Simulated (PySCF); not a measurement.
# Deprotonation sites of chlorofluoromethane

Parent: chlorofluoromethane, `FCCl` (CH2ClF). Coordinates in Å; atoms count from 1 in this order:
```
F    -0.8441    1.0413   -0.2165
C    -0.1106   -0.0721   -0.0009
Cl    1.6209    0.3174    0.0246
H    -0.3718   -0.4972    0.9777
H    -0.2820   -0.7851   -0.8188
```

Level of theory: ωB97X-D3(BJ)/ma-def2-TZVP single points in PySCF, grid level 2; every species was optimised with PBE0-D3(BJ)/ma-def2-SVP. Thermal corrections: PBE0-D3(BJ)/ma-def2-SVP frequencies, unscaled, ideal gas at 298.15 K and 1 bar, quasi-RRHO entropy.

```jsonl
{"site": "C2 (methylene carbon)", "product": "F[CH-]Cl", "ΔH(acid) / kJ/mol": "1623", "ΔG(acid) / kJ/mol": "1589"}
```

ΔH and ΔG refer to AH → A⁻ + H⁺ in the gas phase. Sites whose products fell apart, merged with another or lost in a GFN2-xTB screen aren't listed.

Measured values (NIST Chemistry WebBook, evaluated or the median of agreeing entries): deprotonation enthalpy (ΔH) 1615 kJ/mol (computed 1623, difference 9); gas-phase acidity (ΔG) 1576 kJ/mol (computed 1589, difference 13).

Differences come from unrounded values, so a last digit can differ from that of the printed terms.
